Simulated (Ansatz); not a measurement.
Start from `[SiH3]O[SiH3]` and change one atom or group to get `[SiH]O[SiH3]`.

Ansatz, PBE0-D4/def2-TZVP geometries, multiplicity 1. 

| property | `[SiH3]O[SiH3]` |
| --- | --- |
| HOMO–LUMO gap (ωB97M-V/def2-TZVPP) / eV | 12.51 |
| size of the dipole moment (ωB97M-V/def2-TZVPP) / D | 0.27 |
| LUMO energy (PBE/def2-TZVPP) / eV | -1.10 |
| size of the dipole moment (B3LYP/def2-TZVPP) / D | 0.28 |
| LUMO energy (ωB97M-V/def2-TZVPP) / eV | 1.47 |
| HOMO–LUMO gap (PBE/def2-TZVPP) / eV | 6.22 |

(1) Give the same properties after the change, and the shifts. (Estimate.)

## Answers

(1) The calculation gave: 
```json
{"property": "HOMO–LUMO gap (ωB97M-V/def2-TZVPP) / eV", "`[SiH]O[SiH3]`": "8.44", "shift": "-4.07"}
{"property": "size of the dipole moment (ωB97M-V/def2-TZVPP) / D", "`[SiH]O[SiH3]`": "0.65", "shift": "0.38"}
{"property": "LUMO energy (PBE/def2-TZVPP) / eV", "`[SiH]O[SiH3]`": "-3.09", "shift": "-1.99"}
{"property": "size of the dipole moment (B3LYP/def2-TZVPP) / D", "`[SiH]O[SiH3]`": "0.75", "shift": "0.47"}
{"property": "LUMO energy (ωB97M-V/def2-TZVPP) / eV", "`[SiH]O[SiH3]`": "-0.23", "shift": "-1.70"}
{"property": "HOMO–LUMO gap (PBE/def2-TZVPP) / eV", "`[SiH]O[SiH3]`": "2.38", "shift": "-3.84"}
```

With PBE0 the HOMO rises by 2.18 eV and the LUMO falls by 2.01 eV, so the gap narrows by about 4.19 eV. PBE moves the HOMO by 1.85 eV and ωB97M-V by 2.36 eV. The zero-point energy changes by -48.1 kJ/mol with -6 modes. Dipoles are sizes alone; their direction can turn.

B3LYP here is the variant with VWN-RPA as its local correlation; programs differ in this.
